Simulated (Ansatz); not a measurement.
hydrogen sulfide (H2S), SMILES S.

Geometry: PBE0-D3(BJ)/def2-TZVPD.

Two levels are set side by side: PBE/def2-TZVPD (Ansatz, a program for electronic structure) and CAM-B3LYP/def2-TZVPD (Ansatz). Energy differences of separate SCF runs at the same geometry; the states with an electron removed or added have multiplicity 2 and 2. Differences are taken from unrounded values.

```
quantity                           CAM-B3LYP
---------------------------------  ---------
vertical ionisation energy (eV)        10.43
vertical singlet–triplet gap (eV)       5.57
```

Task: What does PBE give, and how far is it from CAM-B3LYP? (The exact figures need the calculation; the answer reports its results.)

Result: 
```tsv
quantity	PBE	PBE minus CAM-B3LYP
vertical ionisation energy (eV)	10.39	-0.04
vertical singlet–triplet gap (eV)	5.44	-0.13
```
